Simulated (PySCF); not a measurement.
**The first ionisation energy along the second row**

All values are computed (PySCF 2.14, energy differences of UHF-based or UKS calculations, no spin-orbit coupling). Values in eV. The last column holds reference values (NIST; (s) semi-empirical, (t) theoretical, else measured). Unmarked ones compare directly (S terms, centres of terms, or small fine structure); those marked * lie between the lowest fine-structure levels and include a spin-orbit shift.

```tsv
element	configurations	UHF	MP2 (valence)	SCS-MP2 (valence)	CCSD (valence)	CCSD(T) (valence)	MN15	reference
Li (def2-TZVP, non-relativistic)	[He] 2s1 → 1s2	5.342	n/a	n/a	n/a	n/a	5.103	5.392
Be (def2-TZVP, non-relativistic)	[He] 2s2 → [He] 2s1	8.042	8.751	8.893	9.269	9.269	8.946	9.323
B (def2-TZVP, non-relativistic)	[He] 2s2 2p1 → [He] 2s2	8.041	8.260	8.230	8.172	8.207	8.207	8.297
C (def2-TZVP, non-relativistic)	[He] 2s2 2p2 → [He] 2s2 2p1	10.801	11.242	11.115	11.145	11.169	n/a	11.262
N (def2-TZVP, non-relativistic)	[He] 2s2 2p3 → [He] 2s2 2p2	13.898	14.564	14.311	14.424	14.442	14.539	14.545
O (def2-TZVP, non-relativistic)	[He] 2s2 2p4 → [He] 2s2 2p3	12.017	13.258	13.353	13.294	13.330	13.881	13.608
F (def2-TZVP, non-relativistic)	[He] 2s2 2p5 → [He] 2s2 2p4	15.655	17.207	17.192	17.106	17.148	17.582	17.427
Ne (def2-TZVP, non-relativistic)	[Ne] → [He] 2s2 2p5	19.673	21.534	21.388	21.274	21.321	21.653	21.597
```

Problem. Which of these methods has the smallest mean absolute error against the measured values here?

Solution. CCSD(T) (valence), with 0.167 eV.

```
           method  elements  mean error (eV)  mean absolute error (eV)  largest error (eV)
              UHF         8           -0.998                     0.998              -1.923
    MP2 (valence)         7           -0.177                     0.183              -0.571
SCS-MP2 (valence)         7           -0.225                     0.225              -0.429
   CCSD (valence)         7           -0.197                     0.197              -0.323
CCSD(T) (valence)         7           -0.167                     0.167              -0.279
             MN15         7           -0.040                     0.178              -0.376
```

Errors include the incompleteness of the basis and the frozen core.

"Valence" correlates the outer s and p shells and, in groups 3 to 12 and the f block, the outer d or f shell, open or full, or the next shell where the ion has no valence electron left; the wider scheme adds the next inner shell.
